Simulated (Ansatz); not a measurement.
## AlH (SMILES [AlH]): methods side by side

AlH has 2 atoms, charge 0, and is taken as a singlet. As SMILES, `[AlH]`. The shape comes from GFN2-xTB, which is rough for such elements, and wasn't checked as a minimum.

```xyz
2

Al    0.0000    0.0000    0.0000
H     0.0000    0.0000    1.6135
```

Each level gives the energy change with the Al1–H2 bond stretched from 1.613 to 4.162 Å (eV). The values are calculated.

| level | kind | program | value (eV) | less FCI/cc-pVTZ | CPU time (all runs) |
| --- | --- | --- | --- | --- | --- |
| SVWN5/cc-pVTZ (restricted) | LDA | Ansatz | 3.22 | +0.22 | 1.3 s |
| PBE/cc-pVTZ (restricted) | GGA | Ansatz | 3.18 | +0.18 | 2.3 s |
| BHLYP/cc-pVTZ (restricted) | global hybrid | Ansatz | 3.88 | +0.88 | 2.3 s |
| wB97M-V/cc-pVTZ (restricted) | range-separated hybrid | Ansatz | 3.82 | +0.82 | 15 s |
| B2PLYP/cc-pVTZ (restricted) | double hybrid | Ansatz | 3.54 | +0.54 | 2.8 s |
| RPA@PBE/cc-pVTZ (restricted) | RPA | Ansatz | 3.10 | +0.10 | 3.5 s |
| BCCD(T)/cc-pVTZ (restricted) | coupled cluster or CI | Ansatz | 2.99 | -0.01 | 1.9 s |
| FCI/3-21G | exact in the basis | Ansatz | 2.38 | -0.62 | 0.4 s |
| FCI/cc-pVTZ | exact in the basis | Ansatz | 3.00 | 0.00 | 3.6 s |

FCI/cc-pVTZ is exact within its basis and frozen core, so for wave-function methods in that basis the difference is their error; functionals converge differently with the basis, so for them it is only a difference. The first shape isn't each level's own minimum. The values span 2.38 to 3.88 eV. High-level rows in very small sets aren't better than simpler rows in larger ones. CPU times are rough (shared hosts, several kinds of processor): they show what a rung costs within a factor of a few.
